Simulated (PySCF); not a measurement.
**Indirect couplings**

Molfile (atoms numbered from 1):
```
C3H4F2O
     RDKit          3D

 10  9  0  0  0  0  0  0  0  0999 V2000
    1.9127    0.9374    0.1641 O   0  0  0  0  0  0  0  0  0  0  0  0
    0.9479    0.8774   -0.5434 C   0  0  0  0  0  0  0  0  0  0  0  0
   -0.4148    0.4405   -0.0306 C   0  0  1  0  0  0  0  0  0  0  0  0
   -1.3283    0.5467   -1.0457 F   0  0  0  0  0  0  0  0  0  0  0  0
   -0.3717   -0.9657    0.5131 C   0  0  0  0  0  0  0  0  0  0  0  0
    0.1290   -1.8226   -0.4280 F   0  0  0  0  0  0  0  0  0  0  0  0
    0.9643    1.1417   -1.6310 H   0  0  0  0  0  0  0  0  0  0  0  0
   -0.7026    1.1236    0.7907 H   0  0  0  0  0  0  0  0  0  0  0  0
    0.2789   -0.9781    1.4033 H   0  0  0  0  0  0  0  0  0  0  0  0
   -1.3891   -1.2875    0.7896 H   0  0  0  0  0  0  0  0  0  0  0  0
  1  2  2  0
  2  3  1  0
  3  4  1  0
  3  5  1  0
  5  6  1  0
  2  7  1  0
  3  8  1  1
  5  9  1  0
  5 10  1  0
M  END
```

Couplings: B3LYP/pcJ-1 (spin–dipole term only in couplings to heteroatoms) in PySCF 2.14, geometry PBE0-D3(BJ)/def2-SVP; gas phase, one conformer, non-relativistic. Couplings are averaged over pairs made equivalent by symmetry, fast rotation or ring inversion, so a value needn't be that of the named pair in this geometry, while other rotamers aren't included; one pair stands for each set, and the list holds a selection of those of at least 1.5 Hz over up to four bonds, among pairs with at least one C or F or H atom (others weren't computed). One-bond C–F couplings come out tens of Hz too large with common functionals.

Isotopes: ¹³C, ¹⁹F, ¹H, ¹⁷O. Couplings to quadrupolar nuclei such as 17O and 33S are rarely resolved in practice.

```tsv
pair	bonds	J (Hz)
O1, C2	1	34.1
C2, C3	1	?
C2, H7	1	189.4
C3, F4	1	-245.4
C3, C5	1	43.2
C3, H8	1	153.9
C5, F6	1	?
C5, H9	1	?
C5, H10	1	160.3
O1, H7	2	-3.7
C2, F4	2	42.8
C2, C5	2	?
C2, H8	2	-4.1
C3, F6	2	20.6
C3, H7	2	20.7
C3, H9	2	?
F4, C5	2	19.3
C5, H8	2	3.0
F6, H9	2	51.3
F6, H10	2	56.6
F4, F6	3	?
F4, H7	3	5.3
F4, H10	3	15.6
F6, H8	3	?
H8, H10	3	2.0
H7, H10	4	?
```

Problem. Estimate the withheld couplings, with signs.

Solution. 
- ¹J(C2,C3) = 47.2 Hz (bond length 1.520 Å)
- ¹J(C5,F6) = -244.2 Hz (bond length 1.368 Å)
- ¹J(C5,H9) = 156.6 Hz (bond length 1.103 Å, sp3 carbon)
- ²J(C2,C5) = -1.8 Hz (angle at C3 111°)
- ²J(C3,H9) = 5.3 Hz (angle at C5 109°)
- ³J(F4,F6) = -9.7 Hz (dihedral angle 67°)
- ³J(F6,H8) = 36.0 Hz (dihedral angle 173°)
- ⁴J(H7,H10) = 2.4 Hz
